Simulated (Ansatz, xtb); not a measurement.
## A geometry optimisation of CH2O2+ with r2SCAN-D4/def2-SVP

The starting geometry of this gas-phase doublet has its atoms placed at random.

```
atom    x (Å)    y (Å)    z (Å)
   C  -0.2412  -1.0757  -1.1230
   O  -0.1599  -0.9133   0.4757
   O   0.4007  -0.0454  -1.8821
   H  -0.5368  -0.2278  -0.7990
   H   0.5906  -0.6369   0.8241
```

Problem. One run relaxed it with r2SCAN-D4/def2-SVP. What is a likely outcome?

Solution. It ends as `[O][CH+]O`. Distances that change by over a tenth: C1–O2 (1.61 → 1.27 Å), C1–O3 (1.43 → 1.25 Å), C1–H4 (0.95 → 1.12 Å), O2–H5 (0.87 → 0.98 Å).

The energy falls by 8.12 eV over 13 steps:

| step | E − E(last) (eV) |
| --- | --- |
| 1 | 8.120 |
| 2 | 4.605 |
| 4 | 2.125 |
| 5 | 1.060 |
| 6 | 0.850 |
| 8 | 0.530 |
| 9 | 0.072 |
| 10 | 0.010 |
| 12 | 0.000 |
| 13 | 0.000 |

Final geometry (Å):

```xyz
5

C    -0.0368   -0.5182   -0.8504
O     0.5730   -1.0103    0.1444
O     0.3293   -0.6609   -2.0319
H    -0.9728    0.1002   -0.7799
H     0.1607   -0.8100    1.0135
```

From the same start GFN2-xTB reaches the same bonding as this run.

From so rough a start the end depends on the optimiser's path, so another program may land elsewhere. The end wasn't checked by frequencies. Open shells are spin-unrestricted. Run with Ansatz 0.2.0, 120 s on 1 thread of AMD EPYC (Zen 3), with other jobs on the host.
